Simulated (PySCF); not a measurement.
## NH: frontier orbitals

LDA at R = 1.056 Å; PySCF, spin-free X2C with a Gaussian nucleus, basis sets H jorge-DZP-DKH, N jorge-DZP-DKH. State: ³Σ⁻ (triplet), unpaired electrons π ↑↑. Only the outer orbitals are listed, counted within each symmetry.

```
spin  orbital  occ.  ε (eV)  on H (%)         main shells (%)
   α       2σ     1  -20.37        17          78 N s, 16 H s
   α       3σ     1   -9.44        20  63 N p, 20 H s, 16 N s
   α       1π     1   -7.55         1                  99 N p
   α       1π     1   -7.55         1                  99 N p
   α       4σ     0    0.75       103                 102 H s
   α       2π     0   11.79         0                 100 N p
   α       2π     0   11.79         0                 100 N p
   β       2σ     1  -17.97        25          70 N s, 24 H s
   β       3σ     1   -8.00        19  58 N p, 22 N s, 20 H s
   β       1π     0   -4.34         1                  99 N p
   β       1π     0   -4.34         1                  99 N p
   β       4σ     0    1.31        99           98 H s, 8 N p
```

**Question.** Which are the highest filled and the lowest empty level, where do they sit, and how wide is the gap?

**Answer.** Highest filled α 1π at -7.55 eV (in %: 99 N p); lowest empty β 1π at -4.34 eV (in %: 99 N p); the gap at LDA is 3.21 eV. Both belong to one degenerate shell, split only by its one-sided filling, so this is no excitation gap.

```
bond order (Mayer)                             : 0.97
⟨S²⟩                                           : 2.005
charge on H (Mulliken, basis-dependent)        : 0.18
charge on H (Löwdin, basis-dependent)          : 0.05
dipole moment (positive dipole means H(−)N(+)) : -1.64 D
polarisability along the bond                  : 9.1 bohr³
polarisability across the bond                 : 4.5 bohr³
```

Shares are Mulliken populations and can fall outside 0 to 100 %.

The state was picked by a PBE0 search and need not be the measured ground state.
